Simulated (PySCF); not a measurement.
**NH4, doublet: data card**

Computed with UPBE0 in PySCF with N def2-TZVP, H def2-TZVP; no relativity; density-fitted integrals.

The structure is a higher-order saddle point with 2 imaginary modes.

| Property | Result |
| --- | --- |
| Point group | D2h |
| Bond lengths | N–H 1.000 Å (×2), N–H 1.246 Å (×2) |
| Bond angles | H–N–H 90.0° (×4), H–N–H 180.0° (×2) |
| Highest occupied level (α) | -4.81 eV |
| Spin squared ⟨S²⟩ | 0.764 |
| Atomisation energy without zero-point energy | 962 kJ/mol |
| Zero-point energy (real modes) | 81.6 kJ/mol |
| Dipole moment | 0.00 D |
| Lowest empty level (β) | -0.63 eV |
| Principal polarisabilities | 10.3, 10.7, 48.9 bohr³ |
| Rotational constants | 8.367, 5.383, 3.276 cm⁻¹ |
| Principal quadrupole moments (Buckingham, traceless) about the centre of mass | -3.02, -2.65, 5.67 D Å |

Harmonic modes (masses in u: N 14.003, H 1.008):
```csv
symmetry,ω (cm⁻¹),IR (km/mol),μ (u),type
b1u,2208i,–,1.26,stretch
b3u,1681i,–,1.05,bend
b3u,223,111,1.20,bend
b2u,1198,11.2,1.11,bend
b1u,1346,623,1.02,mixed
b3g,1708,0.0,1.01,bend
ag,1790,0.0,1.01,stretch
ag,3515,0.0,1.01,stretch
b2u,3854,398,1.14,stretch
```

In D2h the vibrations span 2b1u + 2b3u + 2b2u + b3g + 2ag. The ag, b3g modes carry no infrared intensity, as symmetry demands. With a centre of inversion only u modes can be infrared active and only g modes Raman active.

Charges (e):
```json
{"atom": "N1", "Mulliken": "-0.75", "Löwdin": "-0.48", "polar tensor": "0.17", "spin (Mulliken)": "-0.24", "Mayer order to N1": "–"}
{"atom": "H2,4", "Mulliken": "0.02", "Löwdin": "0.07", "polar tensor": "-0.34", "spin (Mulliken)": "0.60", "Mayer order to N1": "0.45"}
{"atom": "H3,5", "Mulliken": "0.36", "Löwdin": "0.17", "polar tensor": "0.25", "spin (Mulliken)": "0.02", "Mayer order to N1": "0.87"}
```

Mulliken populations on N1: s 3.41, p 4.30, d 0.04, f 0.00.

Outer orbital energies (eV). α occupied: -24.41, -15.89, -13.56, -7.66, -4.81; empty: 0.44, 1.57, 2.62, 7.85. β occupied: -24.21, -15.55, -12.52, -7.67; empty: -0.63, 0.65, 2.78, 2.80.

Other isomers or separated fragments may lie lower. At this level a doublet minimum of Td symmetry lies 239 kJ/mol below this structure.

The final relaxation and frequency run took 28 s on 2 threads of a shared Arm Neoverse N1 host, with 55 basis functions and 10 gradients; the process peaked at 0.82 GiB.
